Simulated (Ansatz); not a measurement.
# CH7NSi: the cost of one run

All numbers below are computed with Ansatz 0.2.0 (RKS PBE0-D4/def2-SVP).

### 1 The starting structure

Bond lengths: Si1–H2 1.460 Å, Si1–H3 1.460 Å, Si1–C4 1.869 Å, C4–H5 1.110 Å, C4–H6 1.110 Å, C4–H7 1.110 Å, Si1–N8 1.819 Å, N8–H9 1.060 Å, N8–H10 1.060 Å. Angles (14 of 15 angles, heavy atoms first): C4–Si1–N8 109.5°, H2–Si1–C4 109.5°, H2–Si1–N8 109.5°, H3–Si1–C4 109.5°, H3–Si1–N8 109.5°, Si1–C4–H5 109.5°, Si1–C4–H6 109.5°, Si1–C4–H7 109.5°, Si1–N8–H9 120.0°, Si1–N8–H10 120.0°, H2–Si1–H3 109.5°, H5–C4–H6 109.4°, H5–C4–H7 109.4°, H6–C4–H7 109.4°.

Coordinates:

```xyz
10

Si    0.0000    0.0000    0.0000
H     0.0000    0.0000    1.4600
H     1.3768    0.0000   -0.4862
C    -0.8808    1.5259   -0.6227
H    -1.9334    1.2723   -0.8671
H    -0.8624    2.3106    0.1622
H    -0.3704    1.9025   -1.5336
N    -0.8572   -1.4851   -0.6061
H    -1.3922   -2.1014    0.0704
H    -0.8219   -1.7344   -1.6357
```

### 2 Relaxing the start

The input, input.yaml:

```yaml
crystal:
  periodic: [false, false, false]
  atoms:
    - { symbol: Si, position_ang: [0.0, 0.0, 0.0] }
    - { symbol: H, position_ang: [0.0, 0.0, 1.46] }
    - { symbol: H, position_ang: [1.3768, 0.0, -0.4862] }
    - { symbol: C, position_ang: [-0.8808, 1.5259, -0.6227] }
    - { symbol: H, position_ang: [-1.9334, 1.2723, -0.8671] }
    - { symbol: H, position_ang: [-0.8624, 2.3106, 0.1622] }
    - { symbol: H, position_ang: [-0.3704, 1.9025, -1.5336] }
    - { symbol: "N", position_ang: [-0.8572, -1.4851, -0.6061] }
    - { symbol: H, position_ang: [-1.3922, -2.1014, 0.0704] }
    - { symbol: H, position_ang: [-0.8219, -1.7344, -1.6357] }
basis:
  gaussian: { orbitals: def2-SVP }
hamiltonian:
  xc: pbe0
  dispersion: d4
relax:
  f_tol: 0.02
  max_steps: 40
```

The run is started by

```console
ansatz run input.yaml --threads 1 --pin off --max-ram 2048MiB --backend cpu --events-out ev --progress --plain --runs-dir out
```

Q: Estimate wall time and peak memory on 1 thread of Arm Neoverse V2, shared host.

About 39 s, with a peak of 0.14 GiB.
